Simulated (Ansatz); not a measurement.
**C2H5FO: small, medium and large basis sets**

One table from this session's results is given with a row withheld; the runs are named, their logs left out.

Program: Ansatz 0.2.0, Gaussian basis. Level of theory: one geometry, several basis sets. These are calculated values, not measurements.

Plan: PBE0-D4/def2-SVP; ωB97M-V/def2-SVP; PBE0-D4/def2-QZVPP; ωB97M-V/def2-QZVPP; the functionals' def2-TZVPP values are taken from earlier runs.

## The relaxed structure

An earlier PBE0-D4 in a triple-zeta def2 set relaxation fixed the geometry.

SMILES `COCF`, 9 atoms, charge 0, spin multiplicity 1.

Atoms are counted from 1 here; the program's logs count them from 0.

Bond lengths: C1–O2 1.414 Å, C1–H5 1.097 Å, C1–H6 1.089 Å, C1–H7 1.093 Å, O2–C3 1.362 Å, C3–F4 1.384 Å, C3–H8 1.099 Å, C3–H9 1.091 Å. Angles: O2–C1–H5 110.8°, O2–C1–H6 107.0°, O2–C1–H7 111.3°, H5–C1–H6 109.2°, H5–C1–H7 109.2°, H6–C1–H7 109.4°, C1–O2–C3 114.0°, O2–C3–F4 111.4°, O2–C3–H8 112.1°, O2–C3–H9 107.6°, F4–C3–H8 106.2°, F4–C3–H9 107.7°, H8–C3–H9 111.8°.

As a file:

```
atom    x (Å)    y (Å)    z (Å)
  C1  -0.6330   0.7725  -0.6017
  O2  -0.0452   0.4852   0.6514
  C3   0.5844  -0.7218   0.7041
  F4   1.7379  -0.7229  -0.0597
  H5  -1.3219  -0.0274  -0.9007
  H6  -1.1900   1.7008  -0.4859
  H7   0.1272   0.8998  -1.3769
  H8  -0.0441  -1.5333   0.3107
  H9   0.8732  -0.8990   1.7415
```

The first run:

Input file in.yaml:

```yaml
crystal:
  periodic: [false, false, false]
  atoms:
    - {symbol: C, position_ang: [-0.632961, 0.772479, -0.601691]}
    - {symbol: O, position_ang: [-0.045250, 0.485228, 0.651442]}
    - {symbol: C, position_ang: [0.584405, -0.721814, 0.704109]}
    - {symbol: F, position_ang: [1.737923, -0.722947, -0.059744]}
    - {symbol: H, position_ang: [-1.321922, -0.027415, -0.900715]}
    - {symbol: H, position_ang: [-1.190041, 1.700757, -0.485898]}
    - {symbol: H, position_ang: [0.127227, 0.899783, -1.376859]}
    - {symbol: H, position_ang: [-0.044092, -1.533346, 0.310684]}
    - {symbol: H, position_ang: [0.873210, -0.899024, 1.741471]}
basis:
  gaussian: {orbitals: def2-SVP}
hamiltonian: {xc: pbe0, dispersion: d4}
output: {orbitals: {seedname: orbitals}}
```

Run with:

```
$ ansatz run in.yaml --threads 4 --pin off --events-out ev --progress --plain --max-ram 10444MiB
```

Among the steps run: PBE0-D4 in def2-SVP; ωB97M-V in def2-SVP; PBE0-D4 in def2-QZVPP; ωB97M-V in def2-QZVPP.

One of the session's tables, all rows but one given; the rest of the session is left out.

It belongs to the step «Density functionals: the series». 

| functional | basis | HOMO (eV) | LUMO (eV) |
| --- | --- | --- | --- |
| PBE0-D4 | def2-SVP | -8.28 | 2.10 |
| PBE0-D4 | def2-TZVPP | -8.44 | 1.56 |
| PBE0-D4 | def2-QZVPP | -8.49 | 0.90 |
| ωB97M-V | def2-SVP | -10.70 | 3.78 |
| ωB97M-V | def2-TZVPP | -10.87 | 3.04 |
| ωB97M-V | def2-QZVPP | ? | ? |

Q: Estimate the row for ωB97M-V, def2-QZVPP from the others.

**Answer.** HOMO (eV): -10.92; LUMO (eV): 2.03. In the column «HOMO (eV)» it is the lowest.
